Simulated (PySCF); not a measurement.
**Working out the ionisation energy of F**

F [He] 2s2 2p5 (2P) → F⁺ [He] 2s2 2p4 (3P). All numbers are calculated (PySCF 2.14, scalar relativity by spin-free X2C-1e, in aug-cc-pCVTZ-DK with one added diffuse shell each of s, p, d, f type (8s7p5d3f, 75 functions)). Frozen: nothing. Energies in hartree (1 hartree = 27.21139 eV):

```
            part   F (lower)  F⁺ (upper)
             UHF  -99.493808  -98.918541
CCSD correlation   -0.277781   -0.220663
             (T)   -0.004897   -0.002553
```

**Question.** What does Hartree-Fock give?

**Answer.** (-98.918541) − (-99.493808) = 0.575267 hartree = 15.654 eV.

**Question.** What do CCSD and CCSD(T) give?

**Answer.** The CCSD correlation energies differ by 0.057118 hartree = 1.554 eV and the triples by 0.002344 hartree = 0.064 eV, so CCSD gives 17.208 eV and CCSD(T) 17.272 eV.

Measured between the centres of the two terms (NIST): 17.427 eV, so CCSD(T) (valence and next inner shell) is off by -0.155 eV.

What remains against the reference includes basis incompleteness and higher excitations.
